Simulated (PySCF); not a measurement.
How methods differ on the ionisation energy of Be

Be [He] 2s2 (1S) → Be⁺ [He] 2s1 (2S), as a difference of total energies. Computed with PySCF 2.14 in aug-cc-pVDZ, with no relativity, point nucleus. Correlated levels: valence: 1s2 frozen. The calculations carry no spin-orbit coupling.

```json
{"method": "UHF", "ionisation energy (eV)": "8.075", "error (eV)": "-1.248"}
{"method": "LDA", "ionisation energy (eV)": "9.054", "error (eV)": "-0.269"}
{"method": "PBE", "ionisation energy (eV)": "9.040", "error (eV)": "-0.283"}
{"method": "PBE0", "ionisation energy (eV)": "9.012", "error (eV)": "-0.311"}
{"method": "r2SCAN", "ionisation energy (eV)": "8.828", "error (eV)": "-0.495"}
{"method": "B2PLYP", "ionisation energy (eV)": "9.026", "error (eV)": "-0.297"}
{"method": "wB97X", "ionisation energy (eV)": "8.891", "error (eV)": "-0.432"}
{"method": "r2SCAN0", "ionisation energy (eV)": "8.865", "error (eV)": "-0.458"}
{"method": "revPBE", "ionisation energy (eV)": "9.055", "error (eV)": "-0.268"}
{"method": "MP2 (valence)", "ionisation energy (eV)": "8.776", "error (eV)": "-0.547"}
{"method": "SCS-MP2 (valence)", "ionisation energy (eV)": "8.916", "error (eV)": "-0.407"}
```

Reference: 9.323 eV (measured; NIST Atomic Spectra Database, ionization energies).

Errors of the correlated levels include the incompleteness of this basis and the frozen core.

MP2 underrates the near-degeneracy of ns² with np² in the lower species.
